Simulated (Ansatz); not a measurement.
The input, for Ansatz 0.2.0:

```yaml
crystal:
  periodic: [false, false, false]
  atoms:
    - {symbol: Zr, position_ang: [0.000000, 0.000000, 0.000000]}
    - {symbol: C, position_ang: [0.000000, 0.000000, 4.694000]}
basis:
  gaussian: {orbitals: def2-TZVP}
correlation: {method: fic_mrcisd_q, electrons: outside_noble_gas, active_space: {window: {electrons: 2, orbitals: 2}}}
magnetization: {spin_polarized: true, initial_magnetization: 0}
```

```sh
$ ansatz run in.yaml --threads 1 --pin off --events-out ev --progress --plain --max-ram 2393MiB
```

One thing in this input was set wrong on purpose, beside settings that are merely unusual. What is the gravest fault, and what does the program do?

Active space on unrestricted orbitals. How the run ends: refused.
```
Error: invalid value for `correlation.active_space`: it starts from restricted Hartree–Fock orbitals; set hamiltonian.xc: hf without magnetization.spin_polarized
```
